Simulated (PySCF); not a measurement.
**SiS: mean field, correlation and small terms against distance**

State: ¹Σ⁺, singlet, closed shell. RHF-based CCSD(T) in PySCF 2.14 with Si cc-pV(T+d)Z, S cc-pV(T+d)Z and Si cc-pV(Q+d)Z, S cc-pV(Q+d)Z (frozen core orbitals: 10; no relativity). Correlation energies are extrapolated as n⁻³ (n = 3, 4), Hartree–Fock as (n+1)·exp(−9√n). CV is the change on freezing 2 orbitals instead, in Si cc-pwCVTZ, S cc-pwCVTZ. SR is the spin-free X2C energy in Si cc-pVTZ-DK, S cc-pVTZ-DK less the non-relativistic one in Si cc-pVTZ, S cc-pVTZ. All energies in eV from Si + S.

| R (Å) | HF/CBS | CCSD corr. | (T) | CV | SR | total |
| --- | --- | --- | --- | --- | --- | --- |
| 1.7069 | -2.910 | -2.053 | -0.2448 | -0.0787 | 0.0016 | -5.285 |
| 1.7844 | -3.583 | -2.080 | -0.2662 | -0.0580 | 0.0067 | -5.980 |
| 1.8620 | -3.880 | -2.112 | -0.2907 | -0.0414 | 0.0098 | -6.315 |
| 1.9396 | -3.906 | -2.150 | -0.3187 | -0.0283 | 0.0115 | -6.392 |
| 2.0172 | -3.738 | -2.193 | -0.3504 | -0.0180 | 0.0122 | -6.287 |
| 2.1142 | -3.341 | -2.252 | -0.3958 | -0.0084 | 0.0120 | -5.985 |
| 2.2112 | -2.813 | -2.315 | -0.4478 | -0.0015 | 0.0111 | -5.566 |

A fit to the total gives Re = 1.9291 Å, De = 6.394 eV, ωe = 756.7 cm⁻¹, Be = 0.3036 cm⁻¹ (masses 27.9769 and 31.9721 u).

**Question.** At R = 1.9396 Å the CCSD correlation energy is -0.282087 hartree in the smaller basis and -0.299974 in the larger. Extrapolate it.

**Answer.** (4³·E4 − 3³·E3)/(4³ − 3³) = -0.31303 hartree; the larger basis holds 95.8 % of it.

The T1 diagnostic is 0.022, large enough to doubt a single reference. The open-shell atoms are computed with UHF. Spin–orbit coupling, excitations beyond (T) and corrections to the Born–Oppenheimer picture are left out.
